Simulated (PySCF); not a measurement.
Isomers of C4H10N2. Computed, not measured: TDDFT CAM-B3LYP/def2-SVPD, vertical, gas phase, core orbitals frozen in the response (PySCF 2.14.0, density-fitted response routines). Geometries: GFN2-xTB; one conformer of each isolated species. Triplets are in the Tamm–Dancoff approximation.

A. `C[C@@H]1CCNN1`
B. `NN1CCCC1`
C. `C=CCN(C)N`
D. `C1C(C1)NNC`

Lowest singlet levels (six at most, fewer where fewer were computed) with oscillator strengths:

1. 195 nm (f 0.007); 191 nm (f 0.003); 174 nm (f 0.028); 170 nm (f 0.015); 168 nm (f 0.034); 163 nm (f 0.013); T1 6.12 eV
2. 234 nm (f 0.004); 196 nm (f 0.009); 193 nm (f 0.006); 188 nm (f 0.002); 180 nm (f 0.025); 173 nm (f 0.003); T1 5.12 eV
3. 203 nm (f 0.041); 190 nm (f 0.002); 180 nm (f 0.017); 171 nm (f 0.006); 168 nm (f 0.016); 165 nm (f 0.279); T1 4.50 eV
4. 191 nm (f 0.008); 187 nm (f 0.016); 173 nm (f 0.011); 170 nm (f 0.041); 164 nm (f 0.009); 161 nm (f 0.003); T1 6.26 eV

Question: Match each spectrum to its molecule.

Answer: 1 = D, 2 = B, 3 = C, 4 = A.
- A: S1 at 6.48 eV, HOMO→LUMO (51%), HOMO→LUMO+1 (17%), HOMO-1→LUMO (16%); Löwdin shares by element: HOMO nitrogen 68%, carbon 17% or more (atoms not listed hold the other 15%); LUMO carbon 38% or more, hydrogen 7% or more (atoms not listed hold the other 55%); HOMO -8.31 and LUMO 1.33 eV.
- B: S1 at 5.30 eV, HOMO→LUMO (84%), HOMO→LUMO+1 (8%); Löwdin shares by element: HOMO nitrogen 76%, carbon 4% or more (atoms not listed hold the other 20%); LUMO carbon 24% or more, hydrogen 18% or more (atoms not listed hold the other 58%); HOMO -7.00 and LUMO 1.39 eV.
- C: S1 at 6.12 eV, HOMO→LUMO (91%); Löwdin shares by element: HOMO nitrogen 67%, carbon 15% or more (atoms not listed hold the other 18%); LUMO hydrogen 28% or more, carbon 25% or more (atoms not listed hold the other 47%); HOMO -7.88 and LUMO 1.31 eV.
- D: S1 at 6.36 eV, HOMO→LUMO (68%), HOMO-1→LUMO (11%); Löwdin shares by element: HOMO nitrogen 64%, carbon 14% or more (atoms not listed hold the other 22%); LUMO carbon 30% or more, hydrogen 27% or more (atoms not listed hold the other 43%); HOMO -8.07 and LUMO 1.42 eV.
A and D have S1 within 0.12 eV of each other; their strongest listed levels stand at 7.28 eV (f 0.041) and 7.39 eV (f 0.034).
